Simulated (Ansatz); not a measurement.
## HAlSi, singlet: the ladder up to full CI

Geometry: a point of a breathe scan, not a stationary point.

```xyz
3

Si    0.0000    0.0000    2.3550
Al    0.0000    0.0000   -0.2836
H     0.0000    0.0000   -2.0714
```

Basis 6-31G; Ansatz 0.2.0. Only valence electrons are correlated (noble-gas cores frozen), which leaves 8 electrons in 18 orbitals. Prefix R: restricted or restricted open-shell reference; prefix U: unrestricted. Active spaces: valence = (8e, 9o) chosen from the atoms' valence shells; pair = (2e, 2o) about the gap.

Full CI is exact within this basis and frozen core; it isn't the basis-set limit. The frozen core follows each run's orbitals, which can shift R against U totals by a few meV.

The determinant fills πx and πy unequally, so it is a mixture of Σ and Δ, which weighs on every level built on one determinant.

RHF is unstable: UHF (⟨S²⟩ = 1.00) lies 0.77 eV below the lowest RHF solution. Higher spins weren't run at this geometry and may lie near or lower.

```
UHF ⟨S²⟩                          : 1.000
T1 diagnostic (RCCSD)             : 0.0548
largest doubles amplitude (RCCSD) : 0.177
```

```json
{"level": "RHF", "E − E(full CI) (kJ/mol)": "297.9", "share of correlation (%)": "0.00", "wall time": "–"}
{"level": "UHF†", "E − E(full CI) (kJ/mol)": "223.4", "share of correlation (%)": "–", "wall time": "–"}
{"level": "RMP2", "E − E(full CI) (kJ/mol)": "103.6", "share of correlation (%)": "65.23", "wall time": "–"}
{"level": "UMP2†", "E − E(full CI) (kJ/mol)": "58.1", "share of correlation (%)": "–", "wall time": "–"}
{"level": "CISD", "E − E(full CI) (kJ/mol)": "46.3", "share of correlation (%)": "84.45", "wall time": "0.51 s"}
{"level": "RCCSD", "E − E(full CI) (kJ/mol)": "23.3", "share of correlation (%)": "92.17", "wall time": "–"}
{"level": "UCCSD*†", "E − E(full CI) (kJ/mol)": "-24.5", "share of correlation (%)": "–", "wall time": "–"}
{"level": "RCCSD(T)", "E − E(full CI) (kJ/mol)": "12.3", "share of correlation (%)": "95.86", "wall time": "0.66 s"}
{"level": "UCCSD(T)*†", "E − E(full CI) (kJ/mol)": "-39.1", "share of correlation (%)": "–", "wall time": "3.8 s"}
{"level": "BCCD(T)", "E − E(full CI) (kJ/mol)": "13.2", "share of correlation (%)": "95.58", "wall time": "0.57 s"}
{"level": "RCCSDT*", "E − E(full CI) (kJ/mol)": "5.9", "share of correlation (%)": "98.02", "wall time": "–"}
{"level": "UCCSDT*†", "E − E(full CI) (kJ/mol)": "-54.1", "share of correlation (%)": "–", "wall time": "–"}
{"level": "CISDTQ", "E − E(full CI) (kJ/mol)": "6.0", "share of correlation (%)": "98.00", "wall time": "2.3 s"}
{"level": "RCCSDT(Q)*", "E − E(full CI) (kJ/mol)": "1.4", "share of correlation (%)": "99.53", "wall time": "1.6 s"}
{"level": "UCCSDT(Q)*†", "E − E(full CI) (kJ/mol)": "-58.1", "share of correlation (%)": "–", "wall time": "7 s"}
{"level": "RCCSDTQ*", "E − E(full CI) (kJ/mol)": "0.4", "share of correlation (%)": "99.88", "wall time": "8.5 s"}
{"level": "UCCSDTQ*†", "E − E(full CI) (kJ/mol)": "-58.0", "share of correlation (%)": "–", "wall time": "37 s"}
{"level": "CASSCF (valence space)", "E − E(full CI) (kJ/mol)": "62.6", "share of correlation (%)": "78.97", "wall time": "–"}
{"level": "NEVPT2 (valence space)", "E − E(full CI) (kJ/mol)": "19.1", "share of correlation (%)": "93.59", "wall time": "7 s"}
{"level": "NEVPT4(SD) (valence space)", "E − E(full CI) (kJ/mol)": "2.9", "share of correlation (%)": "99.02", "wall time": "8.5 s"}
{"level": "MRCISD (valence space)", "E − E(full CI) (kJ/mol)": "1.7", "share of correlation (%)": "99.44", "wall time": "–"}
{"level": "MRCISD+Q (valence space)", "E − E(full CI) (kJ/mol)": "0.2", "share of correlation (%)": "99.92", "wall time": "9 s"}
```

An asterisk marks runs whose energy the program itself flagged as in doubt. A dagger marks rows that describe another state than the reference (another or a broken symmetry, a higher spin or other natural occupations), so the difference holds a gap between states beside the method's error.

The correlation energy at full CI, counted from RHF, is -3.087 eV. That run took 25 s on 1 thread of Arm Neoverse V1, shared host over 2,341,648 determinants.

Run but not shown, since their state, orbitals or frozen core can't be matched to the reference's or they repeat it: CASSCF (pair space), NEVPT2 (pair space).

Times hold each run's SCF and search for its determinant on a shared host, so for small cases they say little of a method's own cost; they ran on 1 thread of Arm Neoverse V1. Some runs computed forces too.

Unrestricted levels hold only the spin's projection, and here they fall towards a lower state of higher spin.

The full-CI state has the irrep A1 of C2v, in the program's axes (one component, if the state is degenerate).

Natural occupations of full CI about the gap: 1.961 1.945 1.893 0.958 0.931 0.099 0.078 0.076 0.026 0.008; effectively unpaired electrons, Σ n²(2−n)², 2.13. No single determinant describes this state well, so single-reference rows can miss without a flag.
